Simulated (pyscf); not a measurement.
A first-order saddle from PySCF, ωB97X-D3(BJ)/def2-SVP:

```xyz
8

Al     2.1638    -0.6676    -1.0763
H      3.1882    -1.3159     0.3267
O      1.0571    -1.0012     0.5414
Si    -0.4032    -1.0029     1.3697
H      2.1091    -1.2735     0.7906
H     -1.4348    -0.5010     0.4222
H     -0.3135    -0.1101     2.5571
H     -0.7345    -2.3855     1.8099
```
Charge 0, spin multiplicity 1.

Surface: singlet, charge 0. Lowest wavenumbers (cm⁻¹): 1120i, 59, 93, 121, 425.

Problem. What reaction is this the transition state of?

Solution. AlH (SMILES [AlH]) [singlet] + HO–SiH₃ (SMILES O[SiH3]) ⇌ Al–O–SiH₃ (SMILES [Al][O][SiH3]) [singlet] + H₂ (SMILES [H][H]), a four-centre exchange read from left to right: Al–H, H–O broken and Al–O, H–H formed. At ωB97M-D3(BJ)/def2-TZVP it lies -7.1 kcal/mol from the left side and +43.7 kcal/mol from the right (each side as separated species at their lowest minima found). On the reactant side the descent ends in an adduct with a Al–O contact, 12.6 kcal/mol under the separated species and 4.3 kcal/mol under the saddle at ωB97X-D3(BJ)/def2-TZVP. At ωB97M-D3(BJ) the saddle lies under the separated reactants, which points to a path from their complex (located at ωB97X-D3(BJ) alone). What is counted as formed (Al–O) is already present as a longer contact in the reactant adduct; forming that adduct is a step of its own. This is the saddle that the search found; another between the same sides may lie lower.
